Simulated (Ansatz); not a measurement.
# ClH6NSi (built from SMILES N.[SiH3]Cl): a barrier at many levels of theory

How high is the barrier of this step (Si1–N7 formed, Cl2–H6 formed, Si1–Cl2 broken, H6–N7 broken), and how far do cheaper methods land from CCSD(T)?

Program: Ansatz 0.2.0, Gaussian basis. Level of theory: single points in def2-TZVPP on PBE0-D4/def2-TZVP structures. These are calculated values, not measurements.

Levels: SPW92, PBE-D4, BLYP-D4, r2SCAN-D4, B97M-V, PBE0-D4, B3LYP-D4, r2SCAN0-D4, BHLYP-D4, CAM-B3LYP-D4, wB97X-V, wB97M-V, B2PLYP, PBE-QIDH, RPA on PBE, Hartree-Fock, MP2, CCSD, CCSD(T). The reference is CCSD(T) at the basis limit, from triple and quadruple zeta. Zero-point energies come from PBE0-D4 vibrations.

Cores are frozen in the correlated methods. B3LYP uses VWN-RPA correlation. B2PLYP carries no dispersion term here.

81 further runs of the same task are left out: 1 that didn't finish, 80 set aside as unsound or not needed.

**1. Start, saddle and end, as given**

Charge 0, multiplicity 1. The folders r, ts and p hold the start, the saddle and the end; their coordinates stand in the first inputs.

```tsv
pair	r (Å)	ts (Å)	p (Å)
Si1–N7	3.004	1.863	1.752
Cl2–H6	3.280	1.854	1.334
Si1–Cl2	2.065	2.791	3.983
H6–N7	1.013	1.085	1.747
```

**2. SPW92/def2-TZVPP**

Contents of r/in.yaml:

```yaml
crystal:
  periodic: [false, false, false]
  atoms:
    - {symbol: Si, position_ang: [-1.112174, 0.115848, -0.927507]}
    - {symbol: Cl, position_ang: [0.608697, 0.053147, -2.067870]}
    - {symbol: H, position_ang: [-2.212573, 0.233427, -1.921145]}
    - {symbol: H, position_ang: [-1.127095, 1.318069, -0.069941]}
    - {symbol: H, position_ang: [-1.290545, -1.145869, -0.180759]}
    - {symbol: H, position_ang: [1.551696, -0.964150, 0.904752]}
    - {symbol: N, position_ang: [1.046033, -0.121010, 1.148238]}
    - {symbol: H, position_ang: [1.667331, 0.658586, 0.969097]}
    - {symbol: H, position_ang: [0.868731, -0.147946, 2.145034]}
basis:
  gaussian: {orbitals: def2-TZVPP}
hamiltonian: {xc: lda}
```

Contents of ts/in.yaml:

```yaml
crystal:
  periodic: [false, false, false]
  atoms:
    - {symbol: Si, position_ang: [-0.897962, 0.104541, -0.245365]}
    - {symbol: Cl, position_ang: [1.063309, -1.228549, -1.717557]}
    - {symbol: H, position_ang: [-0.859266, 0.934414, -1.457148]}
    - {symbol: H, position_ang: [-1.702856, 0.873119, 0.761320]}
    - {symbol: H, position_ang: [-1.444380, -1.259302, -0.250128]}
    - {symbol: H, position_ang: [1.304293, -0.392094, -0.080581]}
    - {symbol: N, position_ang: [0.732091, 0.164500, 0.653779]}
    - {symbol: H, position_ang: [1.090312, 1.106716, 0.780149]}
    - {symbol: H, position_ang: [0.714559, -0.303243, 1.555433]}
basis:
  gaussian: {orbitals: def2-TZVPP}
hamiltonian: {xc: lda}
```

Contents of p/in.yaml:

```yaml
crystal:
  periodic: [false, false, false]
  atoms:
    - {symbol: Si, position_ang: [-1.115041, 0.311617, 0.024627]}
    - {symbol: Cl, position_ang: [2.093706, -1.426726, -1.570289]}
    - {symbol: H, position_ang: [-1.085267, 1.026575, -1.272178]}
    - {symbol: H, position_ang: [-1.982748, 1.061708, 0.973419]}
    - {symbol: H, position_ang: [-1.641221, -1.064592, -0.127052]}
    - {symbol: H, position_ang: [1.428099, -0.736347, -0.642386]}
    - {symbol: N, position_ang: [0.545152, 0.166194, 0.564869]}
    - {symbol: H, position_ang: [1.065697, 1.031219, 0.637807]}
    - {symbol: H, position_ang: [0.691724, -0.369548, 1.411086]}
basis:
  gaussian: {orbitals: def2-TZVPP}
hamiltonian: {xc: lda}
```

The same command starts each run, in its folder.

Started as:

```bash
$ ansatz run in.yaml --threads 2 --pin off --events-out ev --progress --plain --max-ram 4352MiB
```

The runs that follow: PBE-D4/def2-TZVPP; BLYP-D4/def2-TZVPP; r2SCAN-D4/def2-TZVPP; B97M-V/def2-TZVPP; PBE0-D4/def2-TZVPP; B3LYP-D4/def2-TZVPP; r2SCAN0-D4/def2-TZVPP; BHLYP-D4/def2-TZVPP; CAM-B3LYP-D4/def2-TZVPP; wB97X-V/def2-TZVPP; wB97M-V/def2-TZVPP; B2PLYP/def2-TZVPP; PBE-QIDH/def2-TZVPP; RPA on PBE/def2-TZVPP; CCSD(T)/def2-TZVPP; MP2/def2-QZVPP; Vibrations of the start structure; Vibrations of the end structure.

**Question.** What will these runs give? Wanted: barrier, CCSD(T)/CBS; reverse barrier, CCSD(T)/CBS; step energy, CCSD(T)/CBS; barrier with zero-point energy; step energy with zero-point energy; imaginary mode at the saddle; largest T1 diagnostic.

The runs gave:

| quantity | value |
| --- | --- |
| barrier, CCSD(T)/CBS | 16.4 kcal/mol |
| reverse barrier, CCSD(T)/CBS | 7.2 kcal/mol |
| step energy, CCSD(T)/CBS | +9.2 kcal/mol |
| barrier with zero-point energy | 16.9 kcal/mol |
| step energy with zero-point energy | +7.6 kcal/mol |
| imaginary mode at the saddle | 130i cm⁻¹ |
| largest T1 diagnostic | 0.010 |

In words: Among the functionals wB97M-V lands nearest to CCSD(T)/CBS (+0.2 kcal/mol) and SPW92 farthest (-9.1 kcal/mol). Mean unsigned error by rung: LDA 9.1, GGA 2.0, meta-GGA 1.8, hybrid 1.1, range-separated hybrid 0.4, double hybrid 0.6 kcal/mol. PBE-D4 gives a barrier 2.9 kcal/mol too low, outside chemical accuracy (1 kcal/mol). The barrier rises with the share of exact exchange, from BLYP-D4 through B3LYP-D4 to BHLYP-D4 (-1.1, -0.4, +0.8 kcal/mol). Hartree-Fock, with no correlation, is off by +5.7 kcal/mol. Zero-point motion raises the barrier by 0.5 kcal/mol.
